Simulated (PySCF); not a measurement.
Species: C4H7N.
Numbering: `[CH2:1]=[N:2][CH:3]1[CH2:4][CH2:5]1` (hydrogens: H6, H7 on C1; H8 on C3; H9, H10 on C4; H11, H12 on C5)

The same species was optimised twice, with GFN2-xTB and with PBE0-D3(BJ)/def2-SVP (PySCF), and the same property calculations (PySCF, gas phase) were run on both structures.

```
     coordinate  GFN2-xTB  PBE0-D3(BJ)/def2-SVP  change
      C1–H7 (Å)     1.079                 1.099  +0.020
      C4–H9 (Å)     1.078                 1.092  +0.014
     C5–H11 (Å)     1.078                 1.092  +0.014
     C5–H12 (Å)     1.079                 1.093  +0.014
     C4–H10 (Å)     1.079                 1.093  +0.014
      C1–H6 (Å)     1.096                 1.108  +0.012
      C1=N2 (Å)     1.254                 1.265  +0.011
      N2–C3 (Å)     1.399                 1.410  +0.011
      C3–H8 (Å)     1.094                 1.102  +0.008
      C3–C4 (Å)     1.509                 1.506  -0.003
      C3–C5 (Å)     1.509                 1.507  -0.002
      C4–C5 (Å)     1.489                 1.490  +0.001
   C1–N2–C3 (°)     120.9                 119.2    -1.7
   N2–C1–H7 (°)     118.4                 119.5    +1.1
   N2–C1–H6 (°)     124.5                 123.5    -1.0
   C3–C4–H9 (°)     116.7                 115.9    -0.8
  C3–C5–H11 (°)     116.6                 115.8    -0.8
   C5–C3–H8 (°)     117.7                 117.0    -0.7
   C4–C3–H8 (°)     117.6                 117.0    -0.6
 H11–C5–H12 (°)     114.7                 115.3    +0.6
C1–N2–C3–C4 (°)      -146                  -146       0
```

Rotational constants: A = 16116, B = 3381, C = 3208 MHz (GFN2-xTB) against A = 15935, B = 3364, C = 3197 MHz (PBE0-D3(BJ)/def2-SVP). Point groups within 0.08 Å: Cs and Cs.

On the GFN2-xTB structure: lowest singlet, TDDFT (eV) 5.06 [CAM-B3LYP/def2-SVPD]; lowest triplet, Tamm–Dancoff (eV) 4.25 [CAM-B3LYP/def2-SVPD]; isotropic polarisability (au) 56.3 [CAM-B3LYP/def2-SVPD]; HOMO (eV) -8.73 [CAM-B3LYP/def2-SVPD]; LUMO (eV) 0.92 [CAM-B3LYP/def2-SVPD]; dipole (D) 1.38 [CAM-B3LYP/def2-SVPD]; HOMO (eV) -7.26 [PBE0/pcSseg-1]; LUMO (eV) -0.10 [PBE0/pcSseg-1]; dipole (D) 1.34 [PBE0/pcSseg-1]; GIAO shielding of C1 (ppm) 35.8 [PBE0/pcSseg-1]; GIAO shielding of N2 (ppm) -149.9 [PBE0/pcSseg-1]; GIAO shielding of C3 (ppm) 141.4 [PBE0/pcSseg-1]; GIAO shielding of C4/C5 (mean) (ppm) 173.6 [PBE0/pcSseg-1].

**Question.** What do these properties become on the PBE0-D3(BJ)/def2-SVP structure?

**Answer.** 
```
                                    property                level  on GFN2-xTB  on PBE0-D3(BJ)/def2-SVP  change
                  lowest singlet, TDDFT (eV)  CAM-B3LYP/def2-SVPD         5.06                     5.08   +0.02
           lowest triplet, Tamm–Dancoff (eV)  CAM-B3LYP/def2-SVPD         4.25                     4.26   +0.01
               isotropic polarisability (au)  CAM-B3LYP/def2-SVPD         56.3                     57.0    +0.7
                                   HOMO (eV)  CAM-B3LYP/def2-SVPD        -8.73                    -8.83   -0.10
                                   LUMO (eV)  CAM-B3LYP/def2-SVPD         0.92                     0.84   -0.08
                                  dipole (D)  CAM-B3LYP/def2-SVPD         1.38                     1.44   +0.06
energy, GFN2-xTB geometry as zero (kcal/mol)  CAM-B3LYP/def2-SVPD          0.0                     -0.5    -0.5
                                   HOMO (eV)        PBE0/pcSseg-1        -7.26                    -7.37   -0.11
                                   LUMO (eV)        PBE0/pcSseg-1        -0.10                    -0.19   -0.09
                                  dipole (D)        PBE0/pcSseg-1         1.34                     1.39   +0.05
energy, GFN2-xTB geometry as zero (kcal/mol)        PBE0/pcSseg-1          0.0                     -0.4    -0.4
                  GIAO shielding of C1 (ppm)        PBE0/pcSseg-1         35.8                     31.7    -4.1
                  GIAO shielding of N2 (ppm)        PBE0/pcSseg-1       -149.9                   -153.8    -3.9
                  GIAO shielding of C3 (ppm)        PBE0/pcSseg-1        141.4                    139.3    -2.1
        GIAO shielding of C4/C5 (mean) (ppm)        PBE0/pcSseg-1        173.6                    172.0    -1.6
```

The heavy atoms differ by 0.013 Å rms after alignment. Among all bonds C1–H7 changes most (+0.020 Å). Changes are differences of the printed values. Neither structure is proved a minimum here.

Shape of the structure used: `[CH2:1]=[N:2][CH:3]1[CH2:4][CH2:5]1`: C1–N2–C3–C4 -146°.
